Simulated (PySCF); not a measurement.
Compound: C5H7Cl.
Geometry (PBE0-D3(BJ)/def2-SVP, Å), atoms numbered from 1 in this order:
```xyz
13
C5H7Cl angstrom
C      1.9793    0.2431    0.4947
C      0.9881   -0.6419    0.3303
C     -0.4318   -0.3264    0.1589
C     -1.3412   -1.3076    0.0273
C     -0.8653    1.1065    0.0950
Cl    -0.7289    1.9404    1.6833
H      1.7937    1.3185    0.5559
H      3.0143   -0.0888    0.6049
H      1.2300   -1.7104    0.3135
H     -2.4043   -1.0909   -0.1042
H     -1.0426   -2.3592    0.0480
H     -1.9150    1.1852   -0.2120
H     -0.2458    1.6794   -0.6093
```

Method: core-valence-separated Tamm–Dancoff BHandHLYP/aug-pcX-1 (pcseg-1 on H, def2-SVPD on Cl) in PySCF, non-relativistic, gas phase, PBE0-D3(BJ)/def2-SVP geometry. No empirical shift is added; at this level the pattern usually sits a few eV under experiment.

Question: What does the C 1s absorption edge look like?

Answer: 
```csv
E (eV),f,core hole on,main final orbital,polarisation
282.17,0.0559,C4,LUMO (80 %),normal to the local trigonal plane
282.22,0.0598,C1,LUMO (63 %),normal to the local trigonal plane
282.73,0.0430,C2,LUMO (61 %),normal to the local trigonal plane
282.87,0.0640,C3,LUMO (76 %),normal to the local trigonal plane
284.83,0.0610,C5,spread,–
285.91,0.0112,C1,LUMO+2 (51 %),in the local trigonal plane
285.94,0.0103,C2,LUMO (34 %),normal to the local trigonal plane
285.98,0.0100,C4,LUMO+1 (67 %),in the local trigonal plane
286.11,0.0192,C2,LUMO+3 (44 %),in the local trigonal plane
286.42,0.0210,C1,spread,in the local trigonal plane
286.49,0.0304,C4,spread,in the local trigonal plane
286.59,0.0043,C3,LUMO+4 (36 %),mixed
286.71,0.0009,C1,spread,–
286.86,0.0048,C5,LUMO (68 %),–
287.05,0.0044,C1,LUMO+1 (49 %),mixed
287.05,0.0048,C3,LUMO+1 (58 %),mixed
287.10,0.0023,C4,LUMO+4 (39 %),mixed
287.21,0.0026,C2,LUMO+1 (35 %),in the local trigonal plane
287.32,0.0038,C4,LUMO+6 (45 %),normal to the local trigonal plane
287.38,0.0000,C2,LUMO+2 (59 %),–
287.42,0.0067,C1,spread,mixed
287.50,0.0194,C5,LUMO+1 (33 %),–
```

The first line with a tenth or more of the strongest one's intensity is at 282.17 eV (f = 0.056), with the hole on C4 (terminal =CH2 carbon), polarised normal to the local trigonal plane: a 1s→π* resonance. The strongest listed is at 282.87 eV (f = 0.064; C3, 1s→π*).

Roots within 0.03 eV whose holes lie on the same, on equivalent or on shared atoms are summed into one line, and the highest roots are left out, as the search may have cut off their partners. Final orbitals are the ground state's empty Kohn–Sham orbitals. A dash: too weak, shared between unlike atoms, or no plane or axis to refer to.

Question: What length of transition dipole belongs to the line at 287.50 eV?

Answer: From f = (2/3) ΔE |μ|² in atomic units, with ΔE = 10.565 Eh and f = 0.0194: |μ| = 0.053 au = 0.13 D.

The ionisation thresholds weren't computed; near and above them a finite basis only mimics Rydberg series and continuum.

Hardware: an Arm Neoverse V2 with one thread, shared host. Cost: 15 s of wall time.

One conformer stands for the species.
